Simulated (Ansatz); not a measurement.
# C3H5NO: one species, many methods

How much do the methods differ for C3H5NO? The plan is to run it at one geometry with functionals of several rungs and with coupled cluster. The yardstick is the atomisation energy at the CCSD(T) limit.

Method: functionals in def2-TZVPP, the program's frozen cores in correlated methods; program: Ansatz 0.2.0, Gaussian basis.

Levels to be run: LDA (SPW92), PBE-D4, revPBE-D4, BLYP-D4, r2SCAN-D4, B97M-V, PBE0-D4, B3LYP-D4, r2SCANh-D4, r2SCAN0-D4, HSE06-D4, BHLYP-D4, CAM-B3LYP-D4, LC-ωPBE, ωB97X-V, ωB97M-V, B2PLYP, PBE-QIDH; CCSD(T)/def2-SVP; CCSD(T)/def2-TZVPP; MP2/def2-QZVPP; extrapolation to the limit; RPA on PBE.

### Step 1. Structure used throughout

All runs share one geometry, relaxed beforehand with PBE0-D4 in a triple-zeta def2 set.

SMILES `OC1=NCC1`, 10 atoms, charge 0, spin multiplicity 1.

Atoms are counted from 1 here; the program's logs count them from 0.

Bond lengths: O1–C2 1.327 Å, O1–H6 0.967 Å, C2–N3 1.278 Å, C2–C5 1.487 Å, N3–C4 1.491 Å, C4–C5 1.548 Å, C4–H7 1.092 Å, C4–H8 1.092 Å, C5–H9 1.091 Å, C5–H10 1.091 Å. Angles: C2–O1–H6 107.5°, O1–C2–N3 129.2°, O1–C2–C5 129.4°, N3–C2–C5 101.4°, C2–N3–C4 89.1°, N3–C4–C5 89.7°, N3–C4–H7 112.8°, N3–C4–H8 112.8°, C5–C4–H7 115.4°, C5–C4–H8 115.4°, H7–C4–H8 109.7°, C2–C5–C4 79.8°, C2–C5–H9 115.8°, C2–C5–H10 115.8°, C4–C5–H9 116.5°, C4–C5–H10 116.5°, H9–C5–H10 109.8°.

### Step 2. LDA

This LDA is Slater exchange with PW92 correlation.

in.yaml

```yaml
crystal:
  periodic: [false, false, false]
  atoms:
    - {symbol: O, position_ang: [-1.072995, 1.811395, -0.123093]}
    - {symbol: C, position_ang: [-0.482226, 0.624003, -0.169686]}
    - {symbol: N, position_ang: [-0.691099, -0.350952, -0.968937]}
    - {symbol: C, position_ang: [0.367828, -1.126159, -0.261051]}
    - {symbol: C, position_ang: [0.597568, 0.072326, 0.691798]}
    - {symbol: H, position_ang: [-1.731919, 1.836662, -0.831015]}
    - {symbol: H, position_ang: [1.210582, -1.377548, -0.907748]}
    - {symbol: H, position_ang: [-0.016668, -2.032020, 0.211411]}
    - {symbol: H, position_ang: [0.337634, -0.081499, 1.739967]}
    - {symbol: H, position_ang: [1.564294, 0.572692, 0.621354]}
basis:
  gaussian: {orbitals: def2-TZVPP}
hamiltonian: {xc: lda}
output: {orbitals: {seedname: orbitals}}
```

Launch:

```bash
ansatz run in.yaml --threads 2 --pin off --events-out ev --progress --plain --max-ram 4352MiB
```

Further steps of the session: PBE-D4 (GGA); revPBE-D4 (GGA); BLYP-D4 (GGA); r2SCAN-D4 (meta-GGA); B97M-V (meta-GGA); PBE0-D4 (hybrid); B3LYP-D4 (hybrid); r2SCANh-D4 (hybrid); r2SCAN0-D4 (hybrid); HSE06-D4 (hybrid); BHLYP-D4 (hybrid); CAM-B3LYP-D4 (range-separated); LC-ωPBE (range-separated); ωB97X-V (range-separated); ωB97M-V (range-separated); B2PLYP (double hybrid); PBE-QIDH (double hybrid); CCSD(T) in def2-SVP; CCSD(T) in def2-TZVPP; MP2 in def2-QZVPP; RPA on PBE orbitals.

Q: Predict the results of all the runs planned. Wanted: atomisation energy, CCSD(T)/CBS; farthest beyond LDA; mean size of error, GGA; mean size of error, meta-GGA; mean size of error, hybrid; mean size of error, range-separated; mean size of error, double hybrid; gap, smallest and largest; T1 diagnostic.

The runs gave:

| quantity | value |
| --- | --- |
| atomisation energy, CCSD(T)/CBS | 42.993 eV |
| functionals within 0.215 eV (0.5 %) | r2SCAN-D4, B97M-V, B3LYP-D4, r2SCANh-D4, PBE-QIDH |
| farthest beyond LDA | PBE-D4 (+1.829 eV) |
| mean size of error, GGA | 0.898 eV |
| mean size of error, meta-GGA | 0.161 eV |
| mean size of error, hybrid | 0.658 eV |
| mean size of error, range-separated | 0.308 eV |
| mean size of error, double hybrid | 0.174 eV |
| gap, smallest and largest | 5.70 eV (LDA (SPW92)), 13.50 eV (LC-ωPBE) |
| T1 diagnostic | 0.0125 |
| triples share of the correlation energy | 4.3 % |

In words: The LDA atomisation energy is off by 7.658 eV (18 %): it overbinds. PBE-D4 is off by +1.829 eV. Double hybrids carry the basis error of their MP2 part in triple zeta, and no dispersion term here, so their miss is partly the set-up's. The rungs meta-GGA, double hybrid miss on average by less than the doubt on the reference (0.215 eV), so they tie; GGA functionals have the largest mean beyond LDA (0.898 eV). Misses under about 0.215 eV are within the doubt on the reference itself, which lacks core-valence correlation, relativity and higher excitations. Hartree-Fock recovers 69 % of the binding; the rest is correlation. CCSD(T) in def2-SVP is off by -2.147 eV, more than most functionals: a good method in a small basis is no reference. Orbital gaps span 5.7 to 13.5 eV; exact exchange widens them.
